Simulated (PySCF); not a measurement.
## Ionisation energy of F by level of theory

F [He] 2s2 2p5 (2P) → F⁺ [He] 2s2 2p4 (3P), as a difference of total energies. All numbers are calculated (PySCF 2.14, no relativity, point nucleus, in cc-pVDZ (3s2p1d, 14 functions)). Correlated levels: valence: 1s2 frozen. The calculations carry no spin-orbit coupling.

| method | ionisation energy (eV) |
| --- | --- |
| UHF | 15.640 |
| M06-2X | 17.291 |
| MP2 (valence) | 16.785 |
| SCS-MP2 (valence) | 16.744 |
| CCSD (valence) | 16.704 |

Problem. Estimate what M06-L gives.

Solution. 17.397 eV, closest to M06-2X among the rows shown.

Problem. Estimate what CCSD(T) (valence) gives.

Solution. 16.707 eV, closest to CCSD (valence) among the rows shown.

Errors of the correlated levels include the incompleteness of this basis and the frozen core.

For comparison: 17.427 eV (measured; NIST levels, between the centres of gravity of the two terms).
